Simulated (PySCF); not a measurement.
## Vibration and rotation of MgSi⁺

UHF-CCSD(T) constants of MgSi⁺, ²Π (doublet), unpaired electrons π ↑ (basis Mg 6-311G(d,p), Si 6-311G(d,p); no relativity; PySCF 2.14; masses 23.9850 and 27.9769 u):

```
ωe              : 270.9 cm⁻¹
ωexe            : 1.42 cm⁻¹
Be              : 0.17425 cm⁻¹
αe              : 0.00137 cm⁻¹
D (centrifugal) : 2.88e-07 cm⁻¹
De to Mg⁺ + Si  : 1.71 eV
```

**Question.** Give the vibrational terms G(v) and spacings up to v = 6.

**Answer.** G(v) = ωe(v+½) − ωexe(v+½)².

```tsv
v	G(v) (cm⁻¹)	G(v) − G(v−1)	Bv (cm⁻¹)
0	135.1		0.1736
1	403.2	268.1	0.1722
2	668.4	265.2	0.1708
3	930.8	262.4	0.1695
4	1190.3	259.5	0.1681
5	1447.0	256.7	0.1667
6	1700.9	253.9	0.1653
```

**Question.** How well does the Morse estimate ωe²/(4ωexe) reproduce De, and what is D0?

**Answer.** It gives 1.60 eV, 94 % of the computed De. D0 = De − G(0) = 1.71 − 0.02 = 1.69 eV.

Correlated steps freeze 6 core orbitals. For an ion De counts to the pair picked by the measured ionisation energies or electron affinities, which need not be the lowest pair at this level. The state is the lowest determinant that a PBE0 search found; another state may lie lower at other levels.
